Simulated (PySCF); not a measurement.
## Frontier levels across methods

Compound: CHClF₂.
Cartesian coordinates in Å at the PBE0-D3(BJ)/def2-SVP level; atoms count from 1:
```
atom  x, y, z in Å
F1    -0.0290   -1.3454   -0.0763
C2    -0.0167   -0.0294    0.1078
F3     1.1821    0.3242    0.5588
Cl4   -0.3431    0.7927   -1.4237
H5    -0.7932    0.2579    0.8334
```

Basis pcSseg-2 throughout (PySCF), one geometry. Isolated species at its PBE0-D3(BJ)/def2-SVP geometry, gas phase.

Q: How do the orbital energies, the gap and the dipole change with the method?

A: 
| method | kind | HOMO (eV) | LUMO (eV) | gap (eV) | μ (D) | SCF cycles |
| --- | --- | --- | --- | --- | --- | --- |
| BLYP | GGA | -8.01 | -0.81 | 7.20 | 1.38 | 14 |
| OPBE | GGA | -8.13 | -0.70 | 7.43 | 1.34 | 13 |
| B97-D | GGA | -8.13 | -0.77 | 7.36 | 1.39 | 14 |
| PBE | GGA | -8.13 | -0.84 | 7.30 | 1.37 | 14 |
| BP86 | GGA | -8.23 | -0.90 | 7.33 | 1.38 | 13 |
| KT2 | GGA | -8.25 | -0.88 | 7.37 | 1.39 | 15 |
| KT3 | GGA | -8.28 | -0.92 | 7.36 | 1.37 | 15 |
| LDA | LDA | -8.29 | -1.06 | 7.23 | 1.41 | 13 |
| B97-2 | global hybrid | -9.35 | 0.16 | 9.51 | 1.45 | 12 |
| B3LYP | global hybrid | -9.37 | -0.13 | 9.24 | 1.46 | 12 |
| PBE0 | global hybrid | -9.63 | 0.22 | 9.85 | 1.46 | 12 |
| mPW1PW91 | global hybrid | -9.65 | 0.19 | 9.84 | 1.46 | 12 |
| BHandHLYP | global hybrid | -11.01 | 1.00 | 12.01 | 1.56 | 12 |
| CAM-B3LYP | range-separated hybrid | -11.09 | 1.12 | 12.21 | 1.50 | 12 |
| wB97X-D | range-separated hybrid | -11.54 | 2.05 | 13.59 | 1.48 | 12 |
| LC-wPBE | range-separated hybrid | -12.54 | 2.34 | 14.87 | 1.50 | 12 |
| HF | Hartree–Fock | -13.15 | 2.73 | 15.88 | 1.66 | 10 |

The HOMO spans 5.14 eV, from BLYP down to HF, and the gap runs from 7.20 eV (BLYP) to 15.88 eV (HF). Over the methods BLYP (0 %), OPBE (0 %), B97-D (0 %), PBE (0 %), BP86 (0 %), KT2 (0 %), KT3 (0 %), LDA (0 %), B97-2 (21 %), B3LYP (20 %), PBE0 (25 %), mPW1PW91 (25 %), BHandHLYP (50 %), HF (100 %), a straight line through the gap against the share of exact exchange rises by 0.88 eV for each 10 % (correlation coefficient 0.997). The dipole ranges from 1.34 D (OPBE) to 1.66 D (HF). This basis has no diffuse functions.

Reference dipole: 1.42 D (measured, gas; NIST CCCBDB Release 22 (SRD 101), experimental dipoles); nearest here: LDA (1.41 D).
